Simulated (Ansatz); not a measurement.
# C2H2F2: the cost of one run

Program: Ansatz 0.2.0, Gaussian basis. Level of theory: the settings change from run to run. These are calculated values, not measurements.

## 1. The geometry

An earlier PBE0-D4 in a triple-zeta def2 set relaxation fixed the geometry.

SMILES `F/C=C/F`, 6 atoms, charge 0, spin multiplicity 1.

Atoms are counted from 1 here; the program's logs count them from 0.

Bond lengths: F1–C2 1.335 Å, C2–C3 1.319 Å, C2–H5 1.083 Å, C3–F4 1.335 Å, C3–H6 1.083 Å. Angles: F1–C2–C3 120.4°, F1–C2–H5 114.7°, C3–C2–H5 124.9°, C2–C3–F4 120.4°, C2–C3–H6 124.9°, F4–C3–H6 114.7°.

## 2. wB97M-V/aug-cc-pVDZ

Options: charge -1, multiplicity 2, atoms shaken by 0.15 Å, density fitting with cc-pVTZ-jkfit, a point charge of 2.00 e beside it.

in.yaml reads:

```yaml
crystal:
  periodic: [false, false, false]
  atoms:
    - {symbol: F, position_ang: [-1.149735, 0.025933, -1.608610]}
    - {symbol: C, position_ang: [-0.040045, -0.145540, -0.324371]}
    - {symbol: C, position_ang: [-0.063854, 0.144074, 0.356535]}
    - {symbol: F, position_ang: [0.988806, -0.087910, 1.264436]}
    - {symbol: H, position_ang: [0.948975, 0.061462, -1.015556]}
    - {symbol: H, position_ang: [-1.255265, -0.094719, 0.995833]}
basis:
  gaussian: {orbitals: aug-cc-pVDZ, fitting: {mean_field: cc-pVTZ-jkfit}, point_charges: [{charge: 2.00, position_ang: [5.563, -0.625, -0.766]}]}
total_charge: -1
magnetization: {spin_polarized: true, initial_magnetization: 1}
hamiltonian: {xc: {name: wB97M-V}}
output: {forces: true}
```

On the command line:

```bash
ansatz run in.yaml --threads 4 --pin off --events-out ev --progress --plain --max-ram 10444MiB
```

Q: Estimate wall time and peak memory on 4 threads of Intel Xeon Platinum 8488C, shared host.

About 3.7 s, with a peak of 0.35 GiB.
